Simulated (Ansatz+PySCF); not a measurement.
**singlet H2O: levels of theory in one basis**

```json
{"atom": "O", "x (Å)": "0.0000", "y (Å)": "0.0000", "z (Å)": "-0.1197"}
{"atom": "H", "x (Å)": "0.0000", "y (Å)": "2.2625", "z (Å)": "1.6753"}
{"atom": "H", "x (Å)": "0.0000", "y (Å)": "-0.7542", "z (Å)": "0.4787"}
```

Basis set: 6-31G* (spherical functions). Left uncorrelated: 1 orbital. Charge 0, multiplicity 1.

Computed with Ansatz (development build ahead of 0.2.0); each method stands on the lowest determinant of its kind that the runs found. NEVPT2 correlates all electrons. Active spaces start from the frontier orbitals, and the lowest solution found is given.

| method | E − E(RHF) (eV) | <S²> of the determinant |
| --- | --- | --- |
| RHF | 0.00 | 0.00 |
| UHF | -5.73 | 1.00 |
| RHF-MP2 | -8.44 | – |
| UHF-MP2 | -9.47 | 1.00 |
| RHF-CCSD | -9.37 | – |
| RHF-CCSD(T) | -10.18 | – |
| UHF-CCSD(T) | -9.91 | 1.00 |
| RHF-CCSDT(Q) | -9.97 | – |
| UHF-CCSDT(Q) | -9.94 | 1.00 |
| full CI (lowest root of this spin) | -9.95 | – |
| SC-NEVPT2(8,6) | -9.40 | – |

**Question.** What does CASSCF(8,6) give on the same scale?

**Answer.** -6.34 eV.

At such a shape the full CI root can have another spatial symmetry than the determinants, so the rows needn't describe one state.

**Question.** Is a single determinant a sound starting point here?

**Answer.** It is doubtful. Unrestricted orbitals lower Hartree–Fock by 5.73 eV and <S²> is 1.00 where a pure state has 0.00, a sign of strong static correlation. The CASSCF(8,6) natural occupations are 2.00, 2.00, 1.98, 1.15, 0.85, 0.02.

Caution for RHF, RHF-MP2, RHF-CCSD, RHF-CCSD(T), RHF-CCSDT(Q): an unrestricted determinant lies well below. Caution for UHF, UHF-MP2, UHF-CCSD(T), UHF-CCSDT(Q): the unrestricted determinant is a mixture of spin states. Caution for RHF-MP2, RHF-CCSD, RHF-CCSDT(Q): large amplitudes, a single reference is doubtful. Caution for UHF-MP2, UHF-CCSD(T), UHF-CCSDT(Q): bonds are stretched, where a single reference can fail; a plain start can end on a higher determinant. Caution for RHF-CCSD(T): very large amplitudes, the method is breaking down; the program doubts this total. Caution for RHF-CCSDT(Q), UHF-CCSDT(Q): the amplitudes may be one of several solutions.
